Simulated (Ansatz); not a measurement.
Process, species as SMILES: [SiH2] (SiH2) (closed-shell singlet) → 2 H atom + Si atom
B3LYP-D3(BJ)/def2-TZVP geometries, fixed; electronic energies without zero-point terms.
Largest species:
```xyz
3

Si     0.0052     0.0009     0.1327
H     -0.0342     1.0849    -0.9366
H     -0.0389    -1.0973    -0.9218
```
Charge 0, spin multiplicity 1.

Basis-set convergence of the atomisation energy at r2SCAN with Ansatz (a first-principles code). All functions are spherical. The program fits the integrals of some runs and decomposes those of others, by size. Open shells are unrestricted. No added dispersion term, no relativity. Functions are those of the species that has most. Reference: the value in aug-cc-pV(5+d)Z, 149.15 kcal/mol, itself unsure by roughly 0.04 kcal/mol (its mean distance from pcseg-4, aug-pcseg-3, aug-cc-pV(Q+d)Z). Deviations are taken from unrounded values.

```tsv
basis	functions	atomisation energy (kcal/mol)	minus reference (kcal/mol)
pcseg-0	17	133.24	-15.91
pcseg-1	28	147.66	-1.50
aug-pcseg-1	45	147.81	-1.34
aug-cc-pV(D+d)Z	50	146.91	-2.24
pcseg-2	62	148.86	-0.29
jun-cc-pV(T+d)Z	76	148.92	-0.23
aug-pcseg-2	96	149.17	0.01
aug-cc-pV(T+d)Z	101	148.96	-0.19
pcseg-3	130	149.10	-0.06
aug-cc-pV(Q+d)Z	181	149.24	0.09
aug-pcseg-3	187	149.12	-0.04
pcseg-4	227	149.15	-0.01
aug-cc-pV(5+d)Z	296	149.15	0.00
```

The smallest set listed that lies within 1 kcal/mol of the reference with all its larger relatives (same family, alike in diffuse functions; a set with none counts only in the reference's own line) is pcseg-2 (62 functions, -0.29 kcal/mol off).
